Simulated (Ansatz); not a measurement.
This was printed by a script on the Python package of Ansatz (0.2.0), for a ladder of basis sets of ClH (charge -1). What did the script look like? Level of theory (for the species named): PBE0, STO-3G basis, multiplicity 2. The script varies basis: STO-3G, 6-31G, 6-31G*, def2-SVP, def2-SVPD, def2-TZVP, def2-TZVPP.

| atom | x (Å) | y (Å) | z (Å) |
| --- | --- | --- | --- |
| H | 0.0000 | 0.0000 | 0.0000 |
| Cl | 0.0000 | 0.0000 | 1.3900 |

```console
$ python clh.py
STO-3G           10 orbitals  reference    -455.328560 Ha  total    -455.328560 Ha
6-31G            15 orbitals  reference    -460.519894 Ha  total    -460.519894 Ha
6-31G*           21 orbitals  reference    -460.534341 Ha  total    -460.534341 Ha
def2-SVP         23 orbitals  reference    -460.403908 Ha  total    -460.403908 Ha
def2-SVPD        35 orbitals  reference    -460.465672 Ha  total    -460.465672 Ha
def2-TZVP        43 orbitals  reference    -460.595915 Ha  total    -460.595915 Ha
def2-TZVPP       56 orbitals  reference    -460.596901 Ha  total    -460.596901 Ha
STO-3G         lies  143.3589 eV above def2-TZVPP
6-31G          lies    2.0955 eV above def2-TZVPP
6-31G*         lies    1.7023 eV above def2-TZVPP
def2-SVP       lies    5.2516 eV above def2-TZVPP
def2-SVPD      lies    3.5709 eV above def2-TZVPP
def2-TZVP      lies    0.0269 eV above def2-TZVPP
def2-TZVPP     lies    0.0000 eV above def2-TZVPP
```

The script that was run (others could print the same):

`clh.py`:
```python
import ansatz as az

molecule = (
    az.Crystal.molecule()
    .atom("H", (0.0, 0.0, 0.0))
    .atom("Cl", (0.0, 0.0, 1.39))
)

job = (
    molecule.calculation()
    .functional("pbe0")
    .charge(-1)
    .spin("collinear", total=1)
)

energies = {}
for basis in ["STO-3G", "6-31G", "6-31G*", "def2-SVP", "def2-SVPD", "def2-TZVP", "def2-TZVPP"]:
    summary = job.basis(gaussian=basis).run(threads=1).report
    size = summary["n_frozen"] + summary["n_occupied"][0] + summary["n_virtual"][0]
    energies[basis] = (summary["reference_energy_ev"] / 27.211386246, summary["free_energy_ev"] / 27.211386246)
    print(f"{basis:14s} {size:4d} orbitals  reference {energies[basis][0]:14.6f} Ha  total {energies[basis][1]:14.6f} Ha")

last = energies["def2-TZVPP"][1]
for basis, (_, total) in energies.items():
    print(f"{basis:14s} lies {27.211386 * (total - last):9.4f} eV above def2-TZVPP")
```

Against STO-3G: 6-31G -5191.3 mHa, 6-31G* -5205.8 mHa, def2-SVP -5075.3 mHa, def2-SVPD -5137.1 mHa, def2-TZVP -5267.4 mHa and def2-TZVPP -5268.3 mHa. The last step alone is -0.99 mHa (these two sets differ little on atoms other than hydrogen).

What to keep in mind:
- The drop along the ladder measures the basis error, and is no property of the molecule.
- The geometry is a force-field or estimated start, not a minimum of this method, and the last set is no limit. Much of the fall in a total is atomic energy, which cancels in bond and reaction energies.
- The species is open-shell (spin multiplicity 2).
- Totals across families of basis sets mostly measure their core functions.
- Wall time of the script: 3.2 s on 1 thread of Arm Neoverse V1 (shared host), peak memory 0.15 GiB.
